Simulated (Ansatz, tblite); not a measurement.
Spin states of the cluster P3⁻ (the lowest singlet isomer of a short search), each relaxed with PBE-D4/def2-TZVPD in Ansatz. Electronic energies in the gas phase.

The xTB rows come from tblite. HSE06 is defined as in plane-wave codes, on full-range PBE exchange. Correlated methods freeze 15 core orbitals. In CCSD on the charge -1 triplet the largest single amplitude is 0.23, so its Hartree–Fock determinant may place the open shell otherwise than the density functionals do. The structure comes from a short search, and lower isomers may exist.

Singlet geometry (D∞h within 0.1 Å):

Cartesian coordinates in Å:
```
P -0.291 -0.675 1.821
P 0.000 0.000 0.000
P 0.291 0.675 -1.821
```

Triplet geometry (C2v within 0.1 Å):

```xyz
3

P    -0.929   -0.806    1.342
P     0.023   -0.499   -0.454
P     0.906    1.305   -0.887
```

Quintet geometry (C2v within 0.1 Å):

```xyz
3

P    -0.2205    1.5600    0.6981
P     0.4059   -0.4865    0.6371
P    -0.1853   -1.0736   -1.3352
```

⟨S²⟩: triplet 2.01 at PBE0-D4/def2-TZVPD (pure 2.00), quintet 6.02 at PBE0-D4/def2-TZVPD (pure 6.00).

Run but left out: HF/STO-3G (singlet: restricted singlet, unstable in another Hartree–Fock run and untested here); HF/def2-TZVPD, HF/def2-TZVPPD (singlet: restricted singlet, unstable towards broken spin symmetry); MP2/def2-TZVPD, MP2/def2-TZVPPD (triplet: ⟨S²⟩ 2.44, where a pure state has 2.00).

Only these spin states were relaxed.

| level | triplet − singlet (kcal/mol) | quintet − singlet (kcal/mol) | lowest of these | remarks |
| --- | --- | --- | --- | --- |
| GFN1-xTB | 38.0 | 86.6 | singlet | – |
| GFN2-xTB | 10.7 | 41.8 | singlet | – |
| PBE-D4/def2-TZVPD | 19.8 | 46.8 | singlet | HOMO above zero (quintet), HOMO above zero (triplet) |
| PBE0-D4/def2-TZVPD | 16.7 | 40.3 | singlet | HOMO above zero (quintet) |
| HSE06-D4/def2-TZVPD | 17.0 | 40.8 | singlet | HOMO above zero (quintet) |
| BHLYP-D4/def2-TZVPD | 11.9 | 33.1 | singlet | – |
| B2PLYP/def2-TZVPD | 22.1 | 48.0 | singlet | – |
| CCSD(T)/def2-TZVPPD | 21.5 | 45.4 | singlet | large T1 (0.022) (singlet), large T1 (0.062) (triplet), restricted SCF unstable (singlet), spin-contaminated (⟨S²⟩ 2.44) (triplet) |

Change of the quintet − singlet gap on mixing in exact exchange, in kcal/mol: PBE to PBE0 (25 % exact exchange) -6.5.

The xTB methods have no spin-polarisation term.
